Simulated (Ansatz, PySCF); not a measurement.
Potential energy curve for Na2, singlet.

RKS-B3LYP/6-31G* = restricted B3LYP/6-31G*, spherical d in PySCF; UHF/6-31G* = unrestricted Hartree-Fock/6-31G*, spherical d (PySCF 2.14.0); RKS-B3LYP/3-21G = PySCF with restricted B3LYP/3-21G; FCI = full CI/cc-pVDZ, frozen core (Ansatz, a program for electronic structure).

Energies relative to the lowest point of each curve near equilibrium, in kcal/mol; the last columns give the difference from FCI:

```csv
R / Å,RKS-B3LYP/6-31G*,UHF/6-31G*,RKS-B3LYP/3-21G,FCI,RKS-B3LYP/6-31G* − FCI,UHF/6-31G* − FCI,RKS-B3LYP/3-21G − FCI
2.50,4.8,10.8,4.9,8.0,-3.1,2.8,-3.1
2.67,2.1,6.6,2.3,4.2,-2.1,2.4,-1.9
2.77,1.0,4.8,1.3,2.6,-1.6,2.2,-1.4
2.90,0.2,3.0,0.4,1.2,-1.0,1.8,-0.8
3.00,0.0,2.0,0.1,0.5,-0.5,1.5,-0.5
3.10,0.0,1.2,0.0,0.1,-0.1,1.1,-0.1
3.17,0.2,0.8,0.1,0.0,0.2,0.8,0.1
3.28,0.6,0.4,0.5,0.0,0.6,0.4,0.4
3.43,1.5,0.1,1.3,0.5,1.0,-0.4,0.9
3.56,2.4,0.0,2.3,1.1,1.3,-1.1,1.2
3.85,5.0,0.1,5.0,3.0,2.0,-2.9,2.0
4.18,8.2,0.5,8.5,5.6,2.6,-5.1,2.9
4.65,12.7,1.1,13.3,9.1,3.6,-8.0,4.2
5.05,16.1,1.4,17.0,11.4,4.7,-10.0,5.5
5.57,19.9,1.7,20.8,13.4,6.4,-11.7,7.4
6.14,23.0,1.8,24.0,14.6,8.4,-12.8,9.4
6.84,25.8,1.9,26.9,15.3,10.6,-13.4,11.7
7.60,27.8,1.9,29.0,15.5,12.3,-13.6,13.5
8.30,29.0,1.9,30.3,15.6,13.4,-13.7,14.7
9.33,30.2,1.9,31.6,15.7,14.5,-13.8,15.9
```

RKS-B3LYP/6-31G* is furthest from FCI at 9.33 (14.5 kcal/mol, above); its mean absolute difference over the points is 4.5 kcal/mol.

UHF/6-31G* is furthest from FCI at 9.33 (-13.8 kcal/mol, below); its mean absolute difference over the points is 6.0 kcal/mol.

RKS-B3LYP/3-21G is furthest from FCI at 9.33 (15.9 kcal/mol, above); its mean absolute difference over the points is 4.9 kcal/mol.

The restricted form behind RKS-B3LYP/6-31G*, RKS-B3LYP/3-21G keeps the bonding electrons paired and can't separate into open-shell fragments. The unrestricted determinant behind UHF/6-31G* is spin-contaminated at 2.50 to 9.33 Å (<S²> up to 1.0, against 0.00 for a pure singlet).
